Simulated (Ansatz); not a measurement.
Born–Oppenheimer molecular dynamics of C3H7NS (12 atoms, charge 0, multiplicity 1). It starts from a relaxed structure.

Level of theory: RKS B3LYP-D4/6-31G in Ansatz.

```yaml
ensemble: NVE (velocity Verlet)
time_step: 0.5 fs
steps_asked: 250
starting_velocities_drawn_for: 300 K
masses: H 10 u
seed: 676815
```

First frame:

```xyz
12
Properties=species:S:1:pos:R:3
C -1.400 -0.386 -0.717
C -0.140 -0.801 0.053
N 0.490 0.331 0.748
C 1.623 0.942 0.362
S 2.332 2.293 1.114
H -1.159 0.362 -1.479
H -1.849 -1.254 -1.211
H -2.150 0.045 -0.043
H 0.605 -1.224 -0.628
H -0.379 -1.575 0.792
H 0.013 0.721 1.555
H 2.090 0.491 -0.514
```

(1) What does the run give?

(2) What happens to the structure?

(3) How do temperature and energy run in time?

Results:

(1) The run went to its last step.

```yaml
steps_done: 250
time_covered: 125 fs
mean_temperature_over_the_second_half: 159 K
spread_of_the_potential_energy_over_the_second_half: 2.4 meV per atom
mean_potential_energy_of_the_second_half_above_the_start: 15.2 meV per atom
```

The conserved energy stayed within 0.043 meV per atom of its start (net change 0.023 meV per atom), so the integration is sound. The temperature averaged 0.53 of the 300 K drawn at the start: a run that starts near a minimum puts about half its kinetic energy into the potential. A run of 0.12 ps of so small a system gives no equilibrium averages. Limits of this set-up: no polarisation functions.

(2) The same pairs are bonded in the first frame and the last. Pairs count as bonded within 1.25 times the sum of covalent radii (0.12 Å more for H–H). The details hang on the random start.

(3) 
```
time (fs)  T (K)  potential energy less start (eV)  conserved less start (meV/atom)
      0.0    300                             0.000                             0.00
      6.0    164                             0.176                             0.04
     12.0    174                             0.163                             0.01
     18.0    107                             0.250                             0.04
     24.0    169                             0.169                             0.01
     30.0    128                             0.223                             0.04
     36.0    178                             0.157                             0.02
     42.0    134                             0.215                             0.03
     48.0    133                             0.216                             0.02
     54.0    111                             0.245                             0.04
     60.0    186                             0.148                             0.01
     66.0    125                             0.227                             0.04
     72.0    169                             0.170                             0.02
     78.0    132                             0.217                             0.03
     84.0    160                             0.181                             0.02
     90.0    144                             0.202                             0.03
     96.0    191                             0.141                             0.02
    102.0    176                             0.160                             0.03
    108.0    170                             0.169                             0.03
    114.0    191                             0.141                             0.02
    120.0    143                             0.204                             0.03
```

Run time: 10 min on 1 thread of Arm Neoverse V2 (shared host), peak memory 0.12 GiB.
